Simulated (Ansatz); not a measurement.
A made-up structure of CH₆AlSi (charge -1), closed shell:

| atom | x (Å) | y (Å) | z (Å) |
| --- | --- | --- | --- |
| C1 | -1.1404 | 1.0152 | -1.4569 |
| Al2 | 0.7113 | -1.1500 | 0.9796 |
| Si3 | 0.0587 | 1.0007 | -0.0714 |
| H4 | -1.5954 | 0.1065 | -1.8554 |
| H5 | -1.4868 | 1.9095 | -1.9789 |
| H6 | 0.7035 | 2.1197 | 0.5187 |
| H7 | 2.1896 | -1.5004 | 0.9333 |
| H8 | 0.0535 | -2.3854 | 0.3868 |
| H9 | 0.4159 | -1.2905 | 2.4640 |

It is relaxed with PBE-D4/def2-SVPD and then PBE0-D4/def2-TZVPD (Ansatz 0.2.0). Atoms count as bonded within 1.22 times the sum of their covalent radii (H–H: 0.88 Å). The end point is not checked to be a true minimum.

Question: Does its bonding change? (A judgement: the text doesn't fix the answer.)

Answer: By the calculation: No: no bond forms or breaks.

Where it ends: The first stage lowers the energy by 0.92 eV in 7 steps. It ends as CH₆AlSi ([CH2][SiH][AlH3]), total charge -1:
```tsv
atom	x (Å)	y (Å)	z (Å)
C1	-1.0989	1.0403	-1.4125
Al2	0.7464	-1.3078	1.0422
Si3	0.0053	0.7932	-0.1028
H4	-1.6105	0.2070	-1.8886
H5	-1.3425	2.0153	-1.8283
H6	0.5316	2.1506	0.3181
H7	2.3646	-1.3844	0.8605
H8	-0.0246	-2.5439	0.3192
H9	0.3384	-1.1449	2.6120
```

Labels in which every atom is bracketed show which atoms are joined, not bond orders.

For scale, one of the runs: PBE0-D4/def2-TZVPD relaxation, 177 basis functions, launched by `ansatz run in.yaml --threads 2 --pin off --events-out ev --progress --plain --max-ram 4352MiB`. Hardware: 2 CPU threads of an Arm Neoverse V1, shared host. Wall time about 38 s.
